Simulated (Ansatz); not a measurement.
# C₄H₄O: vertical ionisation energy

The task here is to estimate one member of a computed series from the others.

Method: unrestricted cation, the program's frozen cores in correlated methods; program: Ansatz 0.2.0, Gaussian basis.

The runs, in order: UKS PBE-D4/def2-TZVPP; UKS r2SCAN-D4/def2-TZVPP; UKS PBE0-D4/def2-TZVPP; UKS B3LYP-D4/def2-TZVPP; UKS wB97X-V/def2-TZVPP; UKS wB97M-V/def2-TZVPP; UKS B2PLYP/def2-TZVPP; UHF-CCSD(T)/def2-TZVPP; UHF-MP2/def2-QZVPP; extrapolation to the limit; then −ε(HOMO) from the neutral's earlier runs with LDA (SPW92), PBE-D4, revPBE-D4, BLYP-D4, r2SCAN-D4, B97M-V, PBE0-D4, B3LYP-D4, r2SCANh-D4, r2SCAN0-D4, HSE06-D4, BHLYP-D4, CAM-B3LYP-D4, LC-ωPBE, ωB97X-V, ωB97M-V.

**Structure used throughout**

An earlier PBE0-D4 in a triple-zeta def2 set relaxation fixed the geometry.

SMILES `C#COC=C`, 9 atoms, charge 0, spin multiplicity 1.

Atoms are counted from 1 here; the program's logs count them from 0.

Bond lengths: C1–C2 1.198 Å, C1–H6 1.063 Å, C2–O3 1.295 Å, O3–C4 1.383 Å, C4–C5 1.318 Å, C4–H7 1.084 Å, C5–H8 1.082 Å, C5–H9 1.080 Å. Angles: C2–C1–H6 179.7°, C1–C2–O3 177.9°, C2–O3–C4 117.3°, O3–C4–C5 120.4°, O3–C4–H7 114.1°, C5–C4–H7 125.5°, C4–C5–H8 121.6°, C4–C5–H9 119.2°, H8–C5–H9 119.1°.

Set-up of the first run:

in.yaml reads:

```yaml
crystal:
  periodic: [false, false, false]
  atoms:
    - {symbol: C, position_ang: [1.514744, 2.173959, -0.090391]}
    - {symbol: C, position_ang: [0.605813, 1.410679, 0.070499]}
    - {symbol: O, position_ang: [-0.403587, 0.621696, 0.260555]}
    - {symbol: C, position_ang: [-0.232704, -0.713322, -0.056748]}
    - {symbol: C, position_ang: [-1.219318, -1.570594, 0.111775]}
    - {symbol: H, position_ang: [2.317378, 2.855887, -0.231008]}
    - {symbol: H, position_ang: [0.752462, -0.955316, -0.438191]}
    - {symbol: H, position_ang: [-2.181157, -1.259958, 0.498651]}
    - {symbol: H, position_ang: [-1.065231, -2.609331, -0.142243]}
basis:
  gaussian: {orbitals: def2-TZVPP}
total_charge: 1
magnetization: {spin_polarized: true, initial_magnetization: 1}
hamiltonian: {xc: pbe, dispersion: d4}
```

The run is started by

```
> ansatz run in.yaml --threads 2 --pin off --events-out ev --progress --plain --max-ram 32768MiB --backend cpu
```

Steps of the session up to this table: Cation, UKS PBE-D4/def2-TZVPP; Cation, UKS r2SCAN-D4/def2-TZVPP; Cation, UKS PBE0-D4/def2-TZVPP; Cation, UKS B3LYP-D4/def2-TZVPP; Cation, UKS wB97X-V/def2-TZVPP; Cation, UKS wB97M-V/def2-TZVPP; Cation, UKS B2PLYP (frozen core)/def2-TZVPP; Cation, UHF-CCSD(T)/def2-TZVPP; Cation, UHF-MP2/def2-QZVPP.

One table of the session follows, with a row left open; its other results are not shown here.

It belongs to the step «Ionisation energies side by side». For comparison, −ε(HOMO) of the neutral from earlier runs:

| functional | −ε(HOMO) (eV) |
| --- | --- |
| LDA (SPW92) | 5.99 |
| PBE-D4 | 5.80 |
| revPBE-D4 | 5.73 |
| BLYP-D4 | 5.65 |
| r2SCAN-D4 | 6.00 |
| B97M-V | 6.01 |
| PBE0-D4 | 6.97 |
| B3LYP-D4 | 6.75 |
| r2SCANh-D4 | 6.45 |
| r2SCAN0-D4 | ? |
| HSE06-D4 | 6.58 |
| BHLYP-D4 | 8.03 |
| CAM-B3LYP-D4 | 8.29 |
| LC-ωPBE | 9.62 |
| ωB97X-V | 9.25 |
| ωB97M-V | 9.17 |

**Question.** Estimate the row for r2SCAN0-D4.

Worked estimate for «−ε(HOMO) (eV)». Against the share of exact exchange, r2SCAN-D4 (0, 6.00), r2SCANh-D4 (0.1, 6.45) give a slope of 4.50 per unit share; at 0.25 the line stands at 7.12.

As computed: −ε(HOMO) (eV): 7.12. In «−ε(HOMO) (eV)» the line misses by 0.00.
